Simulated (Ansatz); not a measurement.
Born–Oppenheimer molecular dynamics of FH₄OSi (7 atoms, charge -1, multiplicity 1). It starts from a relaxed structure.

The calculation used Ansatz 0.2.0, UHF/def2-SVP.

| Quantity | Value |
| --- | --- |
| ensemble | NVT, Nosé–Hoover chain |
| time step | 1 fs |
| steps asked | 100 |
| set temperature | 500 K |
| thermostat | time constant 1 fs, chain length 1 |
| seed | 777129 |

First frame:

```xyz
7
Properties=species:S:1:pos:R:3
O 0.388 -0.707 -1.253
H -0.264 -0.460 -1.891
Si 0.049 0.073 0.314
F -0.216 0.798 1.865
H 0.099 1.462 -0.301
H -1.330 -0.560 0.399
H 1.275 -0.605 0.867
```

(1) How far do the bonds stretch over the last three quarters of this one trajectory? (Pairs bonded in most of those frames.)

## Answers

(1) 
```json
{"bond": "O1–H2", "mean (Å)": "0.956", "spread (Å)": "0.057", "shortest": "0.84", "longest": "1.08"}
{"bond": "O1–Si3", "mean (Å)": "1.787", "spread (Å)": "0.031", "shortest": "1.74", "longest": "1.84"}
{"bond": "Si3–F4", "mean (Å)": "1.738", "spread (Å)": "0.040", "shortest": "1.68", "longest": "1.79"}
{"bond": "Si3–H5", "mean (Å)": "1.519", "spread (Å)": "0.044", "shortest": "1.42", "longest": "1.61"}
{"bond": "Si3–H6", "mean (Å)": "1.548", "spread (Å)": "0.095", "shortest": "1.40", "longest": "1.72"}
{"bond": "Si3–H7", "mean (Å)": "1.515", "spread (Å)": "0.061", "shortest": "1.37", "longest": "1.64"}
```

Mean temperature of the second half: 500 K. The conserved energy wandered by up to 11.6 meV per atom (net 6.7 meV per atom), which is poor conservation. A run of 0.1 ps of so small a system gives no equilibrium averages. Limits of this set-up: an anion without diffuse functions, the dipole of an ion depends on the origin.

Run time: 43 s on 1 CPU thread of a shared host.
